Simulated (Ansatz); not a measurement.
# CHN: the cost of one run

Program: Ansatz 0.2.0, Gaussian basis. Level of theory: def2-QZVPP, all electrons in the functionals, frozen cores in the correlation of double hybrids and RPA. These are calculated values, not measurements.

The runs, in order: wB97M-V, B2PLYP, at charge 0, triplet; charge 0, singlet; charge 0, quintet; charge 1, doublet; charge 1, quartet.

2 further runs of the same task are left out: 1 that didn't finish, 1 set aside as unsound or not needed. Runs told in other sessions of the task aren't counted.

**1. The geometry**

The geometry is a PBE0/def2-TZVP stationary point (not a proven minimum).

3 atoms, charge 0, spin multiplicity 3.

Atoms are counted from 1 here; the program's logs count them from 0.

Bond lengths: N1–C2 1.249 Å, N1–H3 1.037 Å. Angles: C2–N1–H3 113.1°.

No dispersion term is added; wB97M-V holds VV10 nonlocal correlation.

The geometry shown and the zero of energy belong to the point charge 0, triplet. The yardstick, UCCSD(T), and other wave-function levels (R restricted, U unrestricted, valence and pair active spaces) come from earlier runs.

**2. wB97M-V, charge 0, triplet**

in.yaml reads:

```yaml
crystal:
  periodic: [false, false, false]
  atoms:
    - {symbol: N, position_ang: [0.000000, -0.123686, 0.526574]}
    - {symbol: C, position_ang: [0.000000, 0.081265, -0.705120]}
    - {symbol: H, position_ang: [0.000000, 0.750434, 1.084807]}
basis:
  gaussian: {orbitals: "def2-QZVPP.json"}
magnetization: {spin_polarized: true, initial_magnetization: 2}
hamiltonian: {xc: {name: wB97M-V}}
output: {orbitals: {seedname: orbitals}}
```

Run with:

```sh
> ansatz run in.yaml --threads 1 --pin off --events-out ev --progress --plain --max-ram 2393MiB
```

**Question.** How long does this run take on 1 thread of Intel Xeon 6975P-C, shared host?

About 3.5 s.
